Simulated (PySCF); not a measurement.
**Telling isomers of C4H9N apart by NMR**

PySCF 2.14 calculation with NMR shieldings at PBE0/pcSseg-1/GIAO, coordinates at the GFN2-xTB level and couplings computed with B3LYP/pcJ-1 (spin–dipole term left out of most H,H and C,H couplings); gas phase, one computed conformer, no relativistic terms, fast rotation and ring inversion assumed for equivalent nuclei.

Scale: ¹H, ¹³C vs TMS (reference shieldings calculated alike). Multiplet labels drop J under 1 Hz and among equivalent protons, and merge close values. Unscaled 3J(H,H) run several per cent high. Shifts are as computed. Against solution values, carbons near 30 ppm lie about +3 ppm off and those near 130 ppm about +5 ppm. Of 1211 compounds with measured shifts, 218 miss one by over three times the rms of a fit or turn the order of signals round; such compounds aren't used in these exercises. OH and NH positions are gas-phase values without hydrogen bonding to other molecules.

(1) Tabulate the signals of `CC/C=N\C`, `CNC1CC1` and their relative energies.

(2) What is the quickest way to tell CC/C=N\C from CNC1CC1?

## Answers

(1) 
```json
{"SMILES": "CC/C=N\\C", "carbon types": "1×CH 1×CH2 2×CH3", "δC": "175.4, 39.8, 24.7, 12.7", "δH": "7.74 (sext, 1H), 3.42 (dt, 3H), 1.93 (qdq, 2H), 1.23 (t, 3H)", "E rel. (kcal/mol)": "0.0"}
{"SMILES": "CNC1CC1", "carbon types": "1×CH 2×CH2 1×CH3", "δC": "38.9, 35.4, 8.7", "δH": "2.60 (s, 3H), 2.01 (m, 1H), 0.79 (br s, 1H), 0.39 (m, 2H), 0.38 (m, 2H)", "E rel. (kcal/mol)": "7.7"}
```

Energies are electronic energies at PBE0/pcSseg-1 on these geometries, without zero-point or thermal terms, each for the one conformer computed, which needn't be the lowest.

(2) Count the carbon signals: 4 against 3. The first has a C=N carbon (CH) at 175.4 ppm, the second a three-membered-ring carbon (CH) at 35.4 ppm. Their most deshielded carbons lie at 175.4 and 38.9 ppm. In the proton spectra the most deshielded non-exchanging signals are 7.74 (sext, J = 3.3 Hz, 1H) and 2.60 (s, 3H).
